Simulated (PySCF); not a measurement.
**A PySCF run on O2**

State: triplet, unpaired electrons π ↑↑.

An equivalent input (the run itself took its basis sets from the Basis Set Exchange, started from a PBE0 density and held the occupation σ 5α 5β, πx 2α 1β, πy 2α 1β):

```python
from pyscf import gto, dft
mol = gto.M(atom='O 0 0 0; O 0 0 1.196', basis={'O': 'def2-TZVP'},
            charge=0, spin=2, verbose=4, symmetry='C2v')
mf = dft.UKS(mol, xc='PBE0')
mf.grids.atom_grid = (80, 434)
mf.grids.prune = dft.gen_grid.treutler_prune
mf.irrep_nelec = {'A1': (5, 5), 'B1': (2, 1), 'B2': (2, 1)}
mf.conv_tol = 1e-9
mf.max_cycle = 60
mf.diis_space = 10
mf.kernel()
```

The log (some set-up lines and the per-cycle HOMO/LUMO lines removed):

```
******** <class 'pyscf.dft.uks_symm.SymAdaptedUKS'> ********
method = SymAdaptedUKS
damping factor = 0
level_shift factor = 0
DIIS = <class 'pyscf.scf.diis.CDIIS'>
diis_start_cycle = 1
diis_space = 10
diis_damp = 0
SCF conv_tol = 1e-09
SCF conv_tol_grad = None
SCF max_cycles = 60
number electrons alpha = 9  beta = 7
Set gradient conv threshold to 3.16228e-05
init E= -150.241105822553
cycle= 1 E= -150.235585136836  delta_E= 0.00552  |g|= 0.00278  |ddm|= 0.00504
cycle= 2 E= -150.235586845214  delta_E= -1.71e-06  |g|= 0.00144  |ddm|= 0.00226
cycle= 3 E= -150.23558745447  delta_E= -6.09e-07  |g|= 0.000208  |ddm|= 0.000817
cycle= 4 E= -150.235587467988  delta_E= -1.35e-08  |g|= 1.8e-05  |ddm|= 0.000129
cycle= 5 E= -150.235587468113  delta_E= -1.25e-10  |g|= 1.74e-06  |ddm|= 1.68e-05
Extra cycle  E= -150.235587468114  delta_E= -1.28e-12  |g|= 1.17e-06  |ddm|= 1.62e-06
converged SCF energy = -150.235587468114  <S^2> = 2.0095069  2S+1 = 3.0063313
```

Repeating this along the bond gives Re = 1.193 Å and ωe = 1714 cm⁻¹.

A point of this curve took 0.95 CPU seconds beside 0.09 for the integrals, on Intel Xeon 6975P-C (shared host).

The state is the lowest determinant that a PBE0 search found; another state may lie lower at other levels.
